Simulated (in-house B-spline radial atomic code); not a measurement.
## Functionals against NIST's ionisation energies down a group: B to Tl

Ionisation energies as differences of self-consistent total energies from a B-spline radial code for spherical atoms: all electrons, radial basis limit, scalar-relativistic (one-electron X2C), spin-polarised at highest spin, spherical densities; exact exchange is averaged over the determinants of each configuration. No spin-orbit coupling, Breit or QED terms. NIST's values run from ground level to ground level, so in open shells the differences also hold multiplet and fine-structure energies that spherical high-spin averages miss. For p electrons of heavy elements the spin-orbit part alone reaches an electronvolt or more. Columns give computed minus NIST, in eV; a star marks a semi-empirical value. Species are left out where the tabulated value is theory, is uncertain by more than 0.12 eV, or (13 ions, such as In⁴⁺, Te⁴⁺ and Bi⁴⁺) lies off its series for all methods alike, which flatters the means a little.

```json
{"species": "B", "shell": "2p", "NIST (eV)": "8.30", "BLYP": "+0.11", "SCAN": "+0.02", "B3LYP": "+0.28", "r2SCAN0": "+0.10", "OLYP": "0.00"}
{"species": "Al", "shell": "3p", "NIST (eV)": "5.99", "BLYP": "-0.22", "SCAN": "-0.09", "B3LYP": "-0.05", "r2SCAN0": "-0.02", "OLYP": "-0.20"}
{"species": "Ga", "shell": "4p", "NIST (eV)": "6.00", "BLYP": "-0.21", "SCAN": "-0.14", "B3LYP": "-0.04", "r2SCAN0": "-0.08", "OLYP": "-0.38"}
{"species": "In", "shell": "5p", "NIST (eV)": "5.79", "BLYP": "-0.32", "SCAN": "-0.26", "B3LYP": "-0.15", "r2SCAN0": "-0.21", "OLYP": "-0.55"}
{"species": "Tl", "shell": "6p", "NIST (eV)": "6.11", "BLYP": "-0.79", "SCAN": "-0.68", "B3LYP": "-0.63", "r2SCAN0": "-0.77", "OLYP": "-1.05"}
```

Q: How do the methods rank, and which species is hardest?

A: Mean absolute (signed) differences: B3LYP 0.23 (-0.12) eV; r2SCAN0 0.24 (-0.20) eV; SCAN 0.24 (-0.23) eV; BLYP 0.33 (-0.29) eV; OLYP 0.44 (-0.44) eV. For Tl, which loses a 6p electron, the nearest method is off by -0.63 eV, the largest such miss. The first two are tied within the accuracy of the references.
